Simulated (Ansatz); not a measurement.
# C₅H₈O: small, medium and large basis sets

An exercise on one series of results from a longer session: the logs are not shown, and one member is left open.

Program: Ansatz 0.2.0, Gaussian basis. Level of theory: one geometry, several basis sets. These are calculated values, not measurements.

Plan: PBE0-D4/def2-SVP; ωB97M-V/def2-SVP; PBE0-D4/def2-QZVPP; ωB97M-V/def2-QZVPP; the functionals' def2-TZVPP values are taken from earlier runs.

### Structure used throughout

An earlier PBE0-D4 in a triple-zeta def2 set relaxation fixed the geometry.

14 atoms, charge 0, spin multiplicity 1.

Atoms are counted from 1 here; the program's logs count them from 0.

Bond lengths: C1–C2 1.200 Å, C1–H7 1.064 Å, C2–C3 1.462 Å, C3–O4 1.401 Å, C3–H8 1.093 Å, C3–H9 1.101 Å, O4–C5 1.412 Å, C5–C6 1.506 Å, C5–H10 1.101 Å, C5–H11 1.098 Å, C6–H12 1.092 Å, C6–H13 1.092 Å, C6–H14 1.092 Å. Angles: C2–C1–H7 179.8°, C1–C2–C3 179.9°, C2–C3–O4 113.9°, C2–C3–H8 109.2°, C2–C3–H9 108.8°, O4–C3–H8 106.5°, O4–C3–H9 110.7°, H8–C3–H9 107.5°, C3–O4–C5 113.4°, O4–C5–C6 108.4°, O4–C5–H10 109.5°, O4–C5–H11 109.9°, C6–C5–H10 110.8°, C6–C5–H11 110.8°, H10–C5–H11 107.4°, C5–C6–H12 110.2°, C5–C6–H13 110.8°, C5–C6–H14 110.5° and more.

Set-up of the first run:

in.yaml reads:

```yaml
crystal:
  periodic: [false, false, false]
  atoms:
    - {symbol: C, position_ang: [-1.507146, -2.078143, 1.529378]}
    - {symbol: C, position_ang: [-0.763586, -1.815699, 0.624640]}
    - {symbol: C, position_ang: [0.142049, -1.494457, -0.477583]}
    - {symbol: O, position_ang: [0.041247, -0.171292, -0.928339]}
    - {symbol: C, position_ang: [0.478930, 0.778579, 0.020665]}
    - {symbol: C, position_ang: [0.345755, 2.150988, -0.585188]}
    - {symbol: H, position_ang: [-2.169883, -2.311955, 2.328770]}
    - {symbol: H, position_ang: [-0.092365, -2.132115, -1.333698]}
    - {symbol: H, position_ang: [1.173479, -1.723343, -0.167650]}
    - {symbol: H, position_ang: [1.525513, 0.570962, 0.292614]}
    - {symbol: H, position_ang: [-0.121025, 0.696838, 0.936701]}
    - {symbol: H, position_ang: [0.682349, 2.910571, 0.123599]}
    - {symbol: H, position_ang: [0.946745, 2.233779, -1.492784]}
    - {symbol: H, position_ang: [-0.695060, 2.355989, -0.842323]}
basis:
  gaussian: {orbitals: def2-SVP}
hamiltonian: {xc: pbe0, dispersion: d4}
output: {orbitals: {seedname: orbitals}}
```

Among the steps run: PBE0-D4 in def2-SVP; ωB97M-V in def2-SVP; PBE0-D4 in def2-QZVPP; ωB97M-V in def2-QZVPP.

One of the session's tables, all rows but one given; the rest of the session is left out.

It belongs to the step «Functionals by basis». 

```
functional       basis  HOMO (eV)  LUMO (eV)
   PBE0-D4    def2-SVP      -7.60       0.87
   PBE0-D4  def2-TZVPP      -7.76       0.58
   PBE0-D4  def2-QZVPP      -7.78       0.44
   ωB97M-V    def2-SVP     -10.01       3.04
   ωB97M-V  def2-TZVPP          ?          ?
   ωB97M-V  def2-QZVPP     -10.16       1.90
```

**Question.** Estimate the row for ωB97M-V, def2-TZVPP.

As computed: HOMO (eV): -10.14; LUMO (eV): 2.53. In the column «HOMO (eV)» it lies between ωB97M-V, def2-QZVPP (-10.16) and ωB97M-V, def2-SVP (-10.01).
